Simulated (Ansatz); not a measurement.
# Relative stability

The two ends of one reaction step of CH6SSi, singlet (PBE0-D4/def2-TZVP).

A:

Si1  (-0.820, 0.414, 0.528)
S2  (1.174, 1.142, -1.814)
C3  (-0.510, -1.131, 1.168)
H4  (0.911, -0.097, -2.257)
H5  (-1.846, 0.647, -0.510)
H6  (-0.273, 1.645, 1.138)
H7  (2.127, 0.696, -0.982)
H8  (0.198, -1.289, 1.973)
H9  (-0.962, -2.026, 0.757)
(Å)

B:

```tsv
atom	x (Å)	y (Å)	z (Å)
Si1	-0.4746	0.6308	-0.0842
S2	0.8947	1.3819	-1.5513
C3	-0.0878	-1.1202	0.4272
H4	-0.0962	-1.7852	-0.4385
H5	-1.7939	0.7162	-0.7608
H6	-0.4811	1.5172	1.1100
H7	1.9685	1.3162	-0.7458
H8	0.8979	-1.1794	0.8945
H9	-0.8274	-1.4776	1.1491
```

Computed with Ansatz 0.2.0 (basis: def2-TZVPP); correlated methods freeze the cores. B3LYP uses VWN-RPA correlation.

**Question.** Which structure is lower at CCSD(T), and by how much? (Judge from chemistry; the value comes from the calculation.)

**Answer.** By the calculation: B, by 272.7 kJ/mol (electronic energy, against the other). By their contacts, A is a complex of CH₄Si ([CH2][SiH2]) + H₂S and B is CH₆SSi ([CH3][SiH2][SH]).

All methods give the same order:

```json
{"method": "SPW92", "E(B) − E(A) (kJ/mol)": "-275.2"}
{"method": "PBE-D4", "E(B) − E(A) (kJ/mol)": "-264.7"}
{"method": "BLYP-D4", "E(B) − E(A) (kJ/mol)": "-248.9"}
{"method": "r2SCAN-D4", "E(B) − E(A) (kJ/mol)": "-279.5"}
{"method": "B97M-V", "E(B) − E(A) (kJ/mol)": "-278.0"}
{"method": "PBE0-D4", "E(B) − E(A) (kJ/mol)": "-283.5"}
{"method": "B3LYP-D4", "E(B) − E(A) (kJ/mol)": "-266.3"}
{"method": "r2SCAN0-D4", "E(B) − E(A) (kJ/mol)": "-291.2"}
{"method": "BHLYP-D4", "E(B) − E(A) (kJ/mol)": "-286.1"}
{"method": "CAM-B3LYP-D4", "E(B) − E(A) (kJ/mol)": "-277.7"}
{"method": "wB97X-V", "E(B) − E(A) (kJ/mol)": "-288.9"}
{"method": "wB97M-V", "E(B) − E(A) (kJ/mol)": "-277.7"}
{"method": "B2PLYP", "E(B) − E(A) (kJ/mol)": "-272.3"}
{"method": "PBE-QIDH", "E(B) − E(A) (kJ/mol)": "-294.0"}
{"method": "RPA on PBE", "E(B) − E(A) (kJ/mol)": "-263.3"}
{"method": "HF", "E(B) − E(A) (kJ/mol)": "-295.4"}
{"method": "MP2", "E(B) − E(A) (kJ/mol)": "-282.3"}
{"method": "CCSD", "E(B) − E(A) (kJ/mol)": "-278.2"}
{"method": "CCSD(T)", "E(B) − E(A) (kJ/mol)": "-272.7"}
```

The T1 diagnostic stays at or below 0.014.

Labels in which every atom is bracketed show which atoms are joined, not bond orders.

For scale, one of the runs: CCSD(T)/def2-TZVPP, 199 basis functions, launched by `ansatz run in.yaml --threads 2 --pin off --events-out ev --progress --plain --max-ram 4352MiB`. Time: 29 s of wall clock on 2 CPU threads of an AMD EPYC 9R14; the host was shared. Peak host memory: 2.2 GiB.
